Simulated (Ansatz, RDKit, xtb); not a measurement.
# C3H6OS2: ranking a sample of isomers

Which of a sample of isomers of C3H6OS2 is the most stable in the gas at 298.15 K, and what are its properties? The sample is small against all isomers, and the most stable one of this formula need not be in it.

The funnel: GFN2-xTB relaxations, single points with a density functional, relaxations at PBE-D3(BJ)/def2-SVP, harmonic vibrations (at GFN2-xTB), and a last energy at a higher level. All values are calculated.

**1. Candidates**

Isomers were taken from a list of plausible structures; this is a sample, not all of them. That gives 7 candidates.

| label | SMILES | spin |
| --- | --- | --- |
| c067 | CS/C=C\[SH]=O | singlet |
| c402 | C=CSC[SH]=O | singlet |
| c408 | CSC(=S)CO | singlet |
| c625 | O=C[C@H](S)CS | singlet |
| c682 | O=[S@@]1CCSC1 | singlet |
| c705 | O=[S@]1C[C@H](S)C1 | singlet |
| c998 | CO[C@@H]1CSS1 | singlet |

Candidates are built by distance geometry, with a force field where one applies, in up to four conformers (letters a to d).

Q: Predict the outcome of this search (final energies at CCSD(T)/def2-SVP + MP2/def2-TZVPP - MP2/def2-SVP).

| quantity | value |
| --- | --- |
| lowest structure found | O=C[C@H](S)CS, singlet |
| next finalist | CSC(=S)CO, singlet, 3.9 kcal/mol higher in G |
| share at equilibrium, among the finalists | 99.9 % |

`O=C[C@H](S)CS` comes out lowest. Among the finalists first place is clear (3.9 kcal/mol); structures outside the list aren't covered. r2SCAN-D4/def2-SVP, PBE-D3(BJ)/def2-SVP, HF/def2-SVP and MP2/def2-SVP already put its bonding pattern lowest among the structures in one piece; GFN2-xTB and HF/STO-3G favour the singlet CO[C@@H]1CSS1. 3 minima inside the window were never screened. Lowest found is not proven lowest: the search is finite, and each finalist counts with one conformer. Only 7 drawn patterns were tried, so whole families of isomers are missing, and the result ranks this sample alone.
